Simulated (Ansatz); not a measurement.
Relaxation of BFH5N (8 atoms, charge 0, multiplicity 1), to a largest force component of 0.03 eV/Å in at most 50 steps.

The calculation used RKS B3LYP/6-31G* (Ansatz).

```xyz
8
Properties=species:S:1:pos:R:3
B 0.027 0.431 -0.062
F -0.173 0.575 1.246
H 1.138 0.582 -0.480
H -0.936 0.282 -0.756
N 0.122 -2.166 0.802
H -0.609 -2.861 0.652
H 0.950 -2.653 1.139
H -0.195 -1.531 1.557
```

Where does it end, and by what steps?

It converged. After 11 steps the energy has fallen by 0.714 eV; H6 moved furthest, 0.88 Å. Joined: B1–N5 (2.74 → 1.70 Å).

| step | energy less start (eV) | largest force component (eV/Å) | accepted |
| --- | --- | --- | --- |
| 0 | 0.0000 | 0.737 | yes |
| 1 | -0.0331 | 1.287 | yes |
| 2 | -0.2804 | 1.118 | yes |
| 3 | -0.5316 | 0.810 | yes |
| 4 | -0.5292 | 2.468 | no |
| 5 | -0.6221 | 0.456 | yes |
| 6 | -0.6506 | 0.224 | yes |
| 7 | -0.6718 | 0.153 | yes |
| 8 | -0.6998 | 0.126 | yes |
| 9 | -0.6500 | 1.095 | no |
| 10 | -0.7113 | 0.086 | yes |
| 11 | -0.7138 | 0.011 | yes |

```xyz
8
Properties=species:S:1:pos:R:3
B 0.024 -0.113 0.155
F 0.218 0.678 1.286
H 0.951 -0.126 -0.630
H -1.083 -0.043 -0.339
N 0.049 -1.686 0.796
H -0.129 -2.392 0.082
H 0.955 -1.883 1.225
H -0.662 -1.776 1.524
```

Whether the end is a true minimum wasn't checked by a vibrational analysis.

Run time: 20 s on 1 thread of Arm Neoverse V1 (shared host), peak memory 0.12 GiB.
